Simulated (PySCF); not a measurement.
Bond stretch in NH, triplet.

UKS-r2SCAN = PySCF with unrestricted r2SCAN/cc-pVDZ; UCCSD(T) = CCSD(T) on UHF/cc-pVDZ, 1 core orbital frozen (PySCF).

Energies relative to the lowest point of each curve near equilibrium, in kJ/mol:

```
R / Å  UKS-r2SCAN
-----  ----------
0.89         66.3
0.94         28.1
0.99          7.6
1.01          3.2
1.07          0.1
1.14         10.3
1.29         59.2
1.42        113.0
1.86        257.2
2.53        321.6
2.78        328.0
3.61        334.4
```

Q: Predict the corresponding UCCSD(T) column.

A: 0.89: 68.8; 0.94: 29.6; 0.99: 8.3; 1.01: 3.6; 1.07: 0.0; 1.14: 9.7; 1.29: 57.1; 1.42: 108.3; 1.86: 245.0; 2.53: 295.1; 2.78: 296.9; 3.61: 298.2 (kJ/mol).

The unrestricted determinant behind UKS-r2SCAN is spin-contaminated at 1.55 to 4.21 Å (<S²> up to 3.0, against 2.00 for a pure triplet). The unrestricted determinant behind UCCSD(T) is spin-contaminated at 1.42 to 4.21 Å (<S²> up to 3.0, against 2.00 for a pure triplet).
